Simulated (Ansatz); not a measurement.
## Relative stability

The two ends of one reaction step of Si$_{2}$NH$_{9}$, singlet (PBE0-D4/def2-TZVP).

A:

```xyz
12
angstrom
Si -1.2002 0.0091 -0.1615
H 2.7410 0.1924 -1.8084
H -1.4687 -0.8156 -1.3708
H -2.5303 0.2934 0.4640
Si 0.0999 -1.1741 1.3844
H 2.0732 0.4500 -1.5892
N -0.3119 1.3982 -0.6756
H 0.5368 -0.2652 2.4822
H -0.6957 -2.2786 1.9870
H 1.3134 -1.7490 0.7454
H 0.0775 2.0181 0.0172
H -0.6350 1.9214 -1.4745
```

B:

Si1  (0.040, -0.275, 0.187)
H2  (1.378, 0.326, -0.036)
H3  (-0.583, -0.670, -1.102)
H4  (-0.840, 0.660, 0.933)
Si5  (0.318, -2.211, 1.485)
H6  (0.243, 2.273, -2.381)
N7  (-0.331, 2.303, -1.548)
H8  (0.943, -1.892, 2.799)
H9  (-0.992, -2.870, 1.753)
H10  (1.192, -3.200, 0.793)
H11  (-0.076, 3.140, -1.037)
H12  (-1.292, 2.415, -1.848)
(Å)

Computed with Ansatz 0.2.0 (basis: def2-TZVPP); correlated methods freeze the cores. B3LYP uses VWN-RPA correlation.

(1) Which structure is lower at CCSD(T), and by how much? (To be estimated.)

T1 diagnostic: at most 0.012.

Answers

(1) By the calculation: A, by 7.9 kJ/mol (electronic energy, against the other). By their contacts, A is a complex of Si₂NH₇ ([NH2][SiH2][SiH3]) + H₂ and B is a complex of Si₂H₆ ([SiH3][SiH3]) + NH₃.

All methods give the same order:

| method | E(B) − E(A) (kJ/mol) |
| --- | --- |
| SPW92 | 5.3 |
| PBE-D4 | 7.2 |
| BLYP-D4 | 12.5 |
| r2SCAN-D4 | 11.0 |
| B97M-V | 5.0 |
| PBE0-D4 | 6.7 |
| B3LYP-D4 | 11.2 |
| r2SCAN0-D4 | 9.8 |
| BHLYP-D4 | 10.3 |
| CAM-B3LYP-D4 | 10.9 |
| wB97X-V | 9.0 |
| wB97M-V | 9.4 |
| B2PLYP | 10.0 |
| PBE-QIDH | 8.8 |
| RPA on PBE | 6.4 |
| HF | 4.4 |
| MP2 | 15.1 |
| CCSD | 6.2 |
| CCSD(T) | 7.9 |

Labels in which every atom is bracketed show which atoms are joined, not bond orders.

For scale, one of the runs: CCSD(T)/def2-TZVPP, 241 basis functions (an equivalent command: `ansatz run in.yaml --threads 4`). Hardware: 4 CPU threads, shared host. Wall time 100 s; peak host memory 4.3 GiB.
